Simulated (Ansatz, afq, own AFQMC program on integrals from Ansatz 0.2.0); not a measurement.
## AlSiH, triplet in 6-31G, levels against full CI

```
atom   x (Å)    y (Å)    z (Å)
  Si  0.0000  -0.0360   1.1654
  Al  0.0000  -0.0118  -1.2249
   H  0.0000   1.3177   0.3154
```

Connectivity, by distances: SiH–Al.

Basis 6-31G. Only valence electrons are correlated. AFQMC by an in-house program on the Cholesky factors that Ansatz 0.2.0 writes for its CCSD(T) run. The CISD trial takes its coefficients from CCSD amplitudes. Released means that phaseless walkers are propagated on without the constraint, phases kept. Free AFQMC starts from the CCSD state and is never constrained. Its projection time is finite, and what remains of the start isn't in its error. Error bars are statistical, one sigma.

Determinant: UHF, the one that the program's search chose, which needn't be the lowest solution. The geometry is a point of a scan.

Full CI on the same integrals is exact in this basis and with this determinant's frozen core.

Cautions: lower spins were not checked; the released energies are still falling, so no released level is given (meV from the phaseless value at times in 1/Eh: -2.0 ± 2.2 at 0.24, -2.4 ± 2.1 at 0.51, -6.2 ± 1.9 at 0.99, -8.5 ± 1.3 at 1.62, -9.8 ± 1.2 at 2.40).

```
T1 diagnostic                               : 0.0395
weight of the determinant in the CISD state : 0.872
⟨S²⟩ of the determinant                     : 2.047
size of the correlated space                : 8 electrons in 18 orbitals
```

Reference: full CI, correlation energy -2.577 eV.

```json
{"level": "HF", "E − E(reference) (mEh)": "94.71", "share of correlation (%)": "0.00"}
{"level": "MP2", "E − E(reference) (mEh)": "30.85", "share of correlation (%)": "67.43"}
{"level": "CCSD", "E − E(reference) (mEh)": "3.96", "share of correlation (%)": "95.82"}
{"level": "CCSD(T)", "E − E(reference) (mEh)": "1.15", "share of correlation (%)": "98.78"}
{"level": "CCSDT", "E − E(reference) (mEh)": "0.25", "share of correlation (%)": "99.74"}
{"level": "CCSDT(Q)", "E − E(reference) (mEh)": "0.02", "share of correlation (%)": "99.97"}
{"level": "CCSDTQ", "E − E(reference) (mEh)": "0.01", "share of correlation (%)": "99.99"}
{"level": "ph-AFQMC/HF", "E − E(reference) (mEh)": "2.20 ± 0.68", "share of correlation (%)": "97.68"}
{"level": "ph-AFQMC/CISD", "E − E(reference) (mEh)": "0.50 ± 0.10", "share of correlation (%)": "99.47"}
{"level": "free AFQMC", "E − E(reference) (mEh)": "0.10 ± 0.04", "share of correlation (%)": "99.89"}
```

CCSDT and higher add their correlation energy to the determinant of the CCSD(T) run, since their own runs factorise the integrals more tightly (a shift of under 2 meV). Free projections are given only where their last times agree within the noise and don't stop above the reference; a slow remainder of the start can still hide under it. A walk keeps the symmetry of its determinant, which the program's search chose and which needn't be the lowest solution, so a lower state of the same spin and another symmetry isn't excluded.
